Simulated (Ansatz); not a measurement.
We consider chalcopyrite CdGeAs2, described by r²SCAN (PAW; Ansatz, a program for electronic structure).

Numerical settings: plane-wave cutoff 560 eV, 8×8×8 k mesh, Fermi–Dirac smearing 0.01 eV, scalar-relativistic PAW data made under PBE.

Shape and atoms are relaxed at each volume.

Pressure at four volumes; x = ln(V/25.259 Å³). One pressure is withheld.

| V (Å³/atom) | x | P (GPa) |
|---|---|---|
| 24.249 | -0.0408 | 2.76 |
| 25.259 | 0.0000 | 0.00 |
| 25.765 | 0.0198 | -1.15 |
| 26.270 | 0.0392 | ? |

Pass a parabola P(x) through the three rows shown, estimate the bulk modulus and its pressure derivative near zero pressure, and predict the withheld pressure.

Slopes between the rows: (0.00 − (2.76))/(0.0000 − (-0.0408)) = -67.65 and (-1.15 − (0.00))/(0.0198 − (0.0000)) = -58.08 GPa. Their difference over the span 0.0606 is c = 9.57/0.0606 = 157.9 GPa, so P(x) = 2.76 + (-67.65)(x − (-0.0408)) + 157.9 (x − (-0.0408))(x − (0.0000)). At the middle row B = −dP/dx = −[-67.65 + 157.9 × 0.0408] = 61.2 GPa, and B′ = dB/dP = 2c/B = 5.2. At x = 0.0392 the parabola gives -2.16 GPa; the run gives -2.18 GPa. The Birch–Murnaghan fit to the energies at all volumes has B0 = 61.1 GPa and B′ = 4.9.

Measured, for comparison: bulk modulus 69.9 GPa (temperature not stated, not corrected to a static lattice; as tabulated in Toher et al. (2017), arXiv:1611.05714). Computed less measured: bulk modulus -13 %.
